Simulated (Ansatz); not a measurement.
C2H5ClNOP, SMILES `OP/N=C/CCl`, 11 atoms. Total charge 0; spin multiplicity 1. All runs use 4 threads of an Arm Neoverse V2 on a shared host. Correlated methods freeze the cores.

(1) Give the basis size and wall time and peak host memory of each of these runs in Ansatz. RKS BLYP-D4/def2-TZVPP energy; RKS PBE0-D4/def2-QZVPP energy; direct RPA on PBE orbitals/def2-TZVPP energy; RKS PBE0-D4/def2-TZVP frequencies; RHF-CCSD(T)/def2-TZVPP energy; RKS ωB97M-V/def2-QZVPP energy; RKS r2SCANh-D4/def2-TZVPP energy; RKS PBE0-D4/def2-TZVP relaxation (12 steps); RHF-CCSD(T)/def2-SVP energy; RKS r2SCAN-D4/def2-TZVPP energy and forces; RKS PBE-QIDH (frozen core)/def2-TZVPP energy; RKS ωB97M-V/def2-SVP energy. (An estimate is asked.)

## Answers

(1) The calculation gave: Other jobs shared the machine, so times are rough.

```json
{"level": "RKS BLYP-D4/def2-TZVPP", "job": "energy", "functions": "278", "wall time": "2 s", "peak host memory (GiB)": "0.39"}
{"level": "RKS r2SCAN-D4/def2-TZVPP", "job": "energy and forces", "functions": "278", "wall time": "4.7 s", "peak host memory (GiB)": "0.42"}
{"level": "RKS ωB97M-V/def2-SVP", "job": "energy", "functions": "117", "wall time": "4.8 s", "peak host memory (GiB)": "0.37"}
{"level": "RKS r2SCANh-D4/def2-TZVPP", "job": "energy", "functions": "278", "wall time": "5.5 s", "peak host memory (GiB)": "0.83"}
{"level": "direct RPA on PBE orbitals/def2-TZVPP", "job": "energy", "functions": "278", "wall time": "6 s", "peak host memory (GiB)": "0.69"}
{"level": "RKS PBE-QIDH (frozen core)/def2-TZVPP", "job": "energy", "functions": "278", "wall time": "6.5 s", "peak host memory (GiB)": "0.78"}
{"level": "RHF-CCSD(T)/def2-SVP", "job": "energy", "functions": "117", "wall time": "7.5 s", "peak host memory (GiB)": "0.62"}
{"level": "RKS PBE0-D4/def2-QZVPP", "job": "energy", "functions": "518", "wall time": "9 s", "peak host memory (GiB)": "2.1"}
{"level": "RKS ωB97M-V/def2-QZVPP", "job": "energy", "functions": "518", "wall time": "20 s", "peak host memory (GiB)": "2.5"}
{"level": "RKS PBE0-D4/def2-TZVP", "job": "relaxation (12 steps)", "functions": "228", "wall time": "46 s", "peak host memory (GiB)": "0.68"}
{"level": "RKS PBE0-D4/def2-TZVP", "job": "frequencies", "functions": "228", "wall time": "2.8 min", "peak host memory (GiB)": "0.69"}
{"level": "RHF-CCSD(T)/def2-TZVPP", "job": "energy", "functions": "278", "wall time": "4.3 min", "peak host memory (GiB)": "7.8"}
```
